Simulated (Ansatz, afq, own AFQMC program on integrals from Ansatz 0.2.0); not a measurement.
AFQMC on a folder of integrals that Ansatz 0.2.0 wrote.

```yaml
crystal:
  periodic: [false, false, false]
  atoms:
    - {symbol: C, position_ang: [-1.350013, -0.725610, -0.191767]}
    - {symbol: C, position_ang: [-0.095223, -0.018703, 0.289198]}
    - {symbol: C, position_ang: [1.111314, -0.939247, 0.338765]}
    - {symbol: O, position_ang: [0.188509, 1.053393, -0.597031]}
    - {symbol: Ge, position_ang: [0.260639, 2.791424, -0.214528]}
    - {symbol: H, position_ang: [-2.203670, -0.031700, -0.206130]}
    - {symbol: H, position_ang: [-1.202213, -1.107706, -1.213712]}
    - {symbol: H, position_ang: [-1.602703, -1.571440, 0.465815]}
    - {symbol: H, position_ang: [-0.279464, 0.383973, 1.306437]}
    - {symbol: H, position_ang: [1.997722, -0.396861, 0.700185]}
    - {symbol: H, position_ang: [1.334137, -1.327359, -0.667192]}
    - {symbol: H, position_ang: [0.929365, -1.791566, 1.011160]}
basis:
  gaussian: {orbitals: def2-SVP}
magnetization: {spin_polarized: true, initial_magnetization: 1}
correlation: {method: ccsd_t, electrons: outside_noble_gas, hamiltonian_folder: ham}
```

```sh
$ ansatz run in.yaml --threads 1 --pin off --events-out ev --progress --plain --max-ram 16896MiB --backend cuda --devices 0, --max-vram 18GiB
```

afq runs on the folder ham with

```
--method phaseless --trial cisd --walkers 900 --populations 20 --least-time 60 --time-step 0.005 --steps-per-block 50 --equilibration-blocks 28 --max-blocks 4000 --target-error 0.00032 --factor-cut 1e-05 --start spin_pure --seed 192 --release-times 0.21,0.42,0.63,0.9 --release-step 0.03 --release-every 5 --taylor-order 6
```

Times are imaginary, in 1/Eh. The walk had a cap of 370 s. With eight or more populations the least sampling time is a fifth of least-time, and the error comes from their spread. Filled inner d shells are frozen with the cores.

afq prints:

```
orbitals 105  electrons 15 14  factors 918 of 1248
reference energy -2267.49368854 Eh
CCSD correlation -0.73340669 Eh in 13 cycles, weight of the determinant in the CISD state 0.7665
energy of the start -2268.225291 Eh
 block  time / (1/Eh)  mean weight  energy / Eh
     1     0.250  0.9991  -2268.197179
     2     0.500  1.0007  -2268.209066
     3     0.750  1.0002  -2268.227658
     4     1.000  0.9998  -2268.237187
     5     1.250  1.0008  -2268.241057
     8     2.000  0.9998  -2268.242422
    17     4.250  0.9992  -2268.245388
    33     8.250  1.0006  -2268.260135
    41    10.250  1.0012  -2268.252245
    65    16.250  0.9994  -2268.257593
    89    22.250  0.9992  -2268.249499
   113    28.250  1.0000  -2268.252418
   137    34.250  0.9998  -2268.253967
   161    40.250  0.9989  -2268.259637
   185    46.250  1.0002  -2268.245313
   209    52.250  1.0005  -2268.259478
   233    58.250  1.0023  -2268.256396
   257    64.250  1.0000  -2268.255143
   281    70.250  1.0008  -2268.253443
   297    74.250  1.0000  -2268.244462
   305    76.250  1.0004  -2268.250896
   329    82.250  1.0009  -2268.248622
   337    84.250  0.9996  -2268.246069
error from the spread of 20 populations
released: time / (1/Eh)  energy / Eh  error  mean overlap
  0.21  -2268.252655  0.000451  0.9983
  0.42  -2268.252372  0.000386  1.0001
  0.63  -2268.252269  0.000504  0.9995
  0.90  -2268.252638  0.000685  0.9970
energy -2268.252784 +/- 0.000362 Eh
(rows thinned)
```

The run passed its tests (sampling time, drift between the halves within three errors, error under three times the target), which doesn't prove that it has relaxed, ending at its cap on processor time.

Against this walk (error 9.9 meV) on the same determinant: CCSD(T) 87.5 meV higher. The error is statistical and leaves out the bias of the constraint. Released to 0.90 1/Eh the energy moves by 4 ± 21 meV (both errors), within twice the noise.

Cautions: constraint bias not in the error; error above the target (9.9 against 8.7 meV); no relativity below Rb; no spin-orbit coupling; inner d shell frozen.

The walk took 6.2 min on 1 × NVIDIA H100 80GB HBM3 with 2 threads of AMD EPYC 7R13 Processor (Zen 3), with other jobs on the host (the card was shared). The log's last line is the phaseless energy.
